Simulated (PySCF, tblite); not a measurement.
# Si₃H₈: excited states

What do calculations give for the excited states of Si₃H₈ (`[SiH3][SiH2][SiH3]`)?

Computed with tblite 0.8.0 and PySCF 2.14.0 and routines of our own; the level stands in each step. Atoms count from 0.

### 1 The starting structure

11 atoms, charge 0, multiplicity 1; geometry from: force field or distance geometry start.

### 2 Geometry optimisation with GFN2-xTB

What the job is given:

```
{"job": {"kind": "relax", "xc": "GFN2-xTB", "basis": "xTB"}, "charge": 0, "multiplicity": 1}
Si     1.716000     0.722600    -0.035200
Si     0.197100    -1.000300    -0.125800
Si    -1.843700    -0.012400     0.115700
H      3.097000     0.222800    -0.180800
H      1.451600     1.689300    -1.128500
H      1.596500     1.447900     1.257900
H      0.449400    -1.977800     0.982000
H      0.306000    -1.733500    -1.407900
H     -2.083200     0.957600    -0.988900
H     -1.943600     0.717100     1.410900
H     -2.937900    -1.030600     0.074600
```

Command:

```
$ OMP_NUM_THREADS=1 python excited_run.py task.json out
```

This one command runs all jobs of the session in turn.

Output:

```text
step      E/eV     max force
  0    -251.19909    0.805
  1    -251.22518    0.404
  2    -251.24683    0.298
  3    -251.25250    0.275
  4    -251.26940    0.214
  5    -251.27355    0.189
  6    -251.28186    0.302
  7    -251.28764    0.331
  8    -251.29361    0.237
  9    -251.29674    0.103
 10    -251.29805    0.067
 11    -251.29866    0.059
 12    -251.29947    0.088
 13    -251.30064    0.123
 14    -251.30195    0.127
 15    -251.30284    0.084
 16    -251.30328    0.058
 17    -251.30359    0.079
 18    -251.30415    0.134
 19    -251.30520    0.184
 20    -251.30674    0.186
 21    -251.30813    0.112
 22    -251.30886    0.049
 23    -251.30925    0.062
 24    -251.30977    0.111
 25    -251.31081    0.172
 26    -251.31252    0.215
 27    -251.31447    0.193
 28    -251.31575    0.118
 29    -251.31643    0.075
 30    -251.31683    0.072
 31    -251.31714    0.068
 32    -251.31742    0.056
 33    -251.31769    0.047
 34    -251.31795    0.042
 35    -251.31812    0.029
 36    -251.31817    0.011
 37    -251.31818    0.002
```

It took 0.14 s on 1 thread of Arm Neoverse V2, shared host.

The steps of the relaxation: (not every step is listed)

| step | energy from step 0 (eV) | largest force (eV/Å) |
| --- | --- | --- |
| 0 | 0.0000 | 0.8049 |
| 1 | -0.0261 | 0.4045 |
| 2 | -0.0477 | 0.2977 |
| 3 | -0.0534 | 0.2753 |
| 4 | -0.0703 | 0.2140 |
| 5 | -0.0745 | 0.1893 |
| 6 | -0.0828 | 0.3020 |
| 7 | -0.0885 | 0.3307 |
| 8 | -0.0945 | 0.2372 |
| 10 | -0.0990 | 0.0667 |
| 12 | -0.1004 | 0.0878 |
| 14 | -0.1029 | 0.1275 |
| 16 | -0.1042 | 0.0582 |
| 18 | -0.1051 | 0.1340 |
| 20 | -0.1076 | 0.1858 |
| 22 | -0.1098 | 0.0494 |
| 24 | -0.1107 | 0.1112 |
| 26 | -0.1134 | 0.2148 |
| 28 | -0.1167 | 0.1176 |
| 30 | -0.1177 | 0.0719 |
| 32 | -0.1183 | 0.0562 |
| 33 | -0.1186 | 0.0474 |
| 34 | -0.1189 | 0.0419 |
| 35 | -0.1190 | 0.0292 |
| 36 | -0.1191 | 0.0114 |
| 37 | -0.1191 | 0.0024 |

Close pairs (by a distance rule), those that changed most:

| bond | before (Å) | after (Å) | change (Å) |
| --- | --- | --- | --- |
| Si1–Si2 | 2.280 | 2.314 | +0.034 |
| Si2–H10 | 1.495 | 1.465 | -0.031 |
| Si1–H6 | 1.499 | 1.474 | -0.025 |
| Si2–H9 | 1.490 | 1.466 | -0.024 |
| Si2–H8 | 1.489 | 1.466 | -0.024 |
| Si0–H5 | 1.487 | 1.466 | -0.022 |
| Si0–H4 | 1.483 | 1.466 | -0.017 |
| Si0–Si1 | 2.299 | 2.315 | +0.016 |

The next job starts from the end point, and lists it.

### 3 Vibrational analysis with GFN2-xTB

What the job is given:

```
{"job": {"kind": "ir", "xc": "GFN2-xTB", "basis": "xTB"}, "charge": 0, "multiplicity": 1}
Si     1.857177     0.720771    -0.045057
Si     0.176427    -0.869693    -0.102050
Si    -1.986809    -0.075656     0.114202
H      3.209574     0.176561    -0.187458
H      1.699769     1.709875    -1.115283
H      1.847318     1.470383     1.214530
H      0.428898    -1.881285     0.939532
H      0.287228    -1.649305    -1.347855
H     -2.319845     0.877064    -0.948706
H     -2.174867     0.637399     1.380983
H     -3.019445    -1.113441     0.071199
```

Output:

```text
mode    cm-1     km/mol
  1      27.4      0.00
  2      32.4      0.00
  3      98.4      1.96
  4     318.4     49.82
  5     394.6     16.78
  6     405.5     23.62
  7     406.5      0.11
  8     457.5     15.60
  9     473.3     23.79
 10     504.0     17.66
 11     573.9      0.00
 12     622.7    827.83
 13     780.6    623.76
 14     791.6    424.00
 15     813.7     98.09
 16     822.2    252.48
 17     822.7      2.38
 18     832.5    246.35
 19     847.0     51.66
 20    2143.3    288.64
 21    2146.7    121.26
 22    2223.2      0.29
 23    2225.2     55.22
 24    2235.4    855.51
 25    2235.8    587.40
 26    2237.7    148.12
 27    2241.5    314.90
```

It took 0.19 s on 1 thread of Arm Neoverse V2, shared host.

Which atoms move in the most intense modes:

| cm⁻¹ | km/mol | atoms |
| --- | --- | --- |
| 623 | 827.8 | H6 36 %, H7 36 %, Si1 13 % |
| 781 | 623.8 | H8 15 %, H9 15 %, H5 15 %, H4 15 % |
| 792 | 424.0 | H3 14 %, H10 14 %, H5 12 %, H4 12 % |
| 822 | 252.5 | H5 25 %, H8 24 %, H9 21 %, H4 21 % |
| 2143 | 288.6 | H7 52 %, H6 42 % |
| 2235 | 855.5 | H9 42 %, H5 41 % |
| 2236 | 587.4 | H8 43 %, H4 40 % |
| 2242 | 314.9 | H10 49 %, H3 35 % |

### 4 Excited states: TDA LC-wPBE/aug-cc-pVDZ

Settings changed since step 3:

```diff
@@ -1,2 +1,2 @@
-{"job": {"kind": "ir", "xc": "GFN2-xTB", "basis": "xTB"}, "charge": 0, "multiplicity": 1}
+{"job": {"kind": "states", "xc": "LC-wPBE", "basis": "aug-cc-pVDZ", "tda": true, "soc": true, "nstates": 5, "ntriplets": 4, "nquad": 4}, "charge": 0, "multiplicity": 1}
 Si     1.857177     0.720771    -0.045057
```

Level: TDA LC-wPBE/aug-cc-pVDZ excited states, vertical, gas phase, spin-orbit mean-field couplings.

Output:

```text
coarse grid: 9832 points
cycle   1  E = -872.9390213465  dE = -2.901e-01  |g| = 1.945e-01  |ddm| = 6.108e+00
cycle   2  E = -872.9578053462  dE = -1.878e-02  |g| = 6.006e-02  |ddm| = 8.259e-01
cycle   3  E = -872.9596546200  dE = -1.849e-03  |g| = 2.001e-02  |ddm| = 3.065e-01
cycle   4  E = -872.9598791798  dE = -2.246e-04  |g| = 2.880e-03  |ddm| = 1.127e-01
cycle   5  E = -872.9598875495  dE = -8.370e-06  |g| = 8.517e-04  |ddm| = 2.030e-02
final grid: 78760 points
cycle   6  E = -872.9851381826  dE = -8.954e-06  |g| = 1.147e-03  |ddm| = 6.364e-02
cycle   7  E = -872.9851388213  dE = -6.386e-07  |g| = 3.795e-04  |ddm| = 6.081e-03
cycle   8  E = -872.9851388890  dE = -6.777e-08  |g| = 1.208e-04  |ddm| = 1.878e-03
cycle   9  E = -872.9851389033  dE = -1.432e-08  |g| = 2.376e-05  |ddm| = 8.889e-04
cycle  10  E = -872.9851389038  dE = -4.641e-10  |g| = 4.810e-06  |ddm| = 1.949e-04
converged SCF energy = -872.9851389038

Singlet excitations
state   eV       nm        f     d(h-e)  d(exc)  Lambda  PR(NTO)  |dmu|/D   mu/D   main configurations
  1   7.4214   167.1   0.28994   0.217   3.022   0.381   1.445    0.588    0.707   H->L+4 0.25, H->L+8 0.19, H->L 0.18
  2   7.5005   165.3   0.00004   0.070   2.827   0.456   1.140    0.592    0.473   H->L+9 0.80, H->L+19 0.09
  3   7.9354   156.2   0.00689   0.371   3.058   0.395   1.171    1.223    1.342   H-1->L+8 0.29, H-1->L+4 0.23, H-1->L 0.22
  4   8.0997   153.1   0.01293   0.350   3.921   0.316   1.145    1.934    1.815   H->L+2 0.42, H->L 0.30
  5   8.1605   151.9   0.03267   0.062   2.945   0.402   3.233                     H-1->L+9 0.20, H->L+5 0.19, H->L+13 0.12

Triplet excitations (Tamm-Dancoff)
state   eV     d(h-e)  d(exc)  Lambda  PR(NTO)   main configurations
  1   6.1611   0.061   2.855   0.389   1.083   H->L+8 0.25, H->L+4 0.22, H->L+6 0.20
  2   6.6449   0.048   2.656   0.445   1.290   H->L+9 0.70, H->L+19 0.11
  3   6.8185   0.025   2.590   0.517   1.888   H-1->L+9 0.51, H->L+13 0.11, H->L+21 0.10
  4   6.9139   0.133   2.751   0.405   1.492   H-1->L+8 0.21, H-1->L+4 0.21, H-1->L+6 0.14
S1 - T1 = 1.2603 eV

Spin-orbit couplings |<S|Hso|T>| (cm-1)
             T1       T2       T3       T4
S0        7.370    5.064    2.594    0.046
S1        0.135   14.603    1.884   29.469
S2       13.992    0.128   33.171   12.234
S3       46.270    8.918   21.689    0.023
S4        0.078    0.705    0.730    5.475
S5       24.412   10.794    0.078   12.160
T1 sublevels (cm-1): 0.000 0.047 0.097   radiative rates (1/s): 93.3 87.2 0.00494
```

Run time: 14 s. Hardware: 1 thread of Arm Neoverse V2, shared host; peak memory 0.56 GiB.

Key values:

| quantity | value |
| --- | --- |
| S1 less T1 | 1.26 eV |

### 5 Excited states: TDDFT PBE0/aug-cc-pVDZ

Settings changed since step 4:

```diff
@@ -1,2 +1,2 @@
-{"job": {"kind": "states", "xc": "LC-wPBE", "basis": "aug-cc-pVDZ", "tda": true, "soc": true, "nstates": 5, "ntriplets": 4, "nquad": 4}, "charge": 0, "multiplicity": 1}
+{"job": {"kind": "states", "xc": "PBE0", "basis": "aug-cc-pVDZ", "tpa": true, "nstates": 6, "nquad": 5, "ntriplets": 0}, "charge": 0, "multiplicity": 1}
 Si     1.857177     0.720771    -0.045057
```

Level: TDDFT PBE0/aug-cc-pVDZ excited states, vertical, gas phase, two-photon moments by quadratic response.

Output:

```text
coarse grid: 9832 points
cycle   1  E = -872.8669550890  dE = -2.268e-01  |g| = 1.108e-01  |ddm| = 6.415e+00
cycle   2  E = -872.8701721522  dE = -3.217e-03  |g| = 5.160e-02  |ddm| = 6.125e-01
cycle   3  E = -872.8711493873  dE = -9.772e-04  |g| = 2.085e-02  |ddm| = 2.126e-01
cycle   4  E = -872.8713377035  dE = -1.883e-04  |g| = 1.930e-03  |ddm| = 6.637e-02
cycle   5  E = -872.8713392436  dE = -1.540e-06  |g| = 3.932e-04  |ddm| = 1.001e-02
final grid: 78760 points
cycle   6  E = -872.8856183718  dE = -3.540e-06  |g| = 8.206e-04  |ddm| = 7.879e-02
cycle   7  E = -872.8856184775  dE = -1.057e-07  |g| = 5.854e-04  |ddm| = 7.490e-03
cycle   8  E = -872.8856186149  dE = -1.373e-07  |g| = 7.543e-05  |ddm| = 2.108e-03
cycle   9  E = -872.8856186173  dE = -2.428e-09  |g| = 1.939e-05  |ddm| = 2.823e-04
cycle  10  E = -872.8856186175  dE = -1.578e-10  |g| = 1.212e-06  |ddm| = 8.728e-05
converged SCF energy = -872.8856186175

Singlet excitations
state   eV       nm        f     d(h-e)  d(exc)  Lambda  PR(NTO)  |dmu|/D   mu/D   delta(TPA)   sigma/GM   main configurations
  1   6.9592   178.2   0.27146   0.438   3.598   0.616   1.288    1.386    1.503       11.78      0.209   H->L 0.87
  2   7.0796   175.1   0.00001   0.099   3.102   0.554   1.069    0.614    0.497        0.15      0.003   H->L+3 0.97
  3   7.2205   171.7   0.01814   0.436   3.543   0.563   1.192    1.457    1.574        9.54      0.182   H-1->L 0.89
  4   7.2703   170.5   0.05264   0.438   4.086   0.418   1.130    2.318    2.201        9.41      0.182   H->L+1 0.93
  5   7.4562   166.3   0.01958   0.155   4.267   0.515   1.305    0.817    0.700      136.18      2.774   H->L+2 0.86
  6   7.5676   163.8   0.00119   0.053   3.597   0.524   1.605                                            H->L+5 0.76, H-2->L 0.16
```

Run time: 9.4 s. Hardware: 1 thread of Arm Neoverse V2, shared host; peak memory 0.58 GiB.

### 6 What came out

| quantity | value |
| --- | --- |
| strongest single infrared mode (GFN2-xTB) | 2235 cm⁻¹, 856 km/mol |
| zero-point energy (GFN2-xTB) | 39.6 kcal/mol |
| S1 less T1 (step 4, TDA LC-wPBE/aug-cc-pVDZ) | 1.26 eV |

What this shows: All 27 modes are real, so the xTB geometry is a minimum. GFN2-xTB is a fitted tight-binding method: band positions and strengths are rough. Its intensities can rank the bands wrongly. In step 4, the number of triplets below S1 is at least 4, and the largest singlet-triplet spin-orbit coupling is S3–T1, 46.27 cm⁻¹.
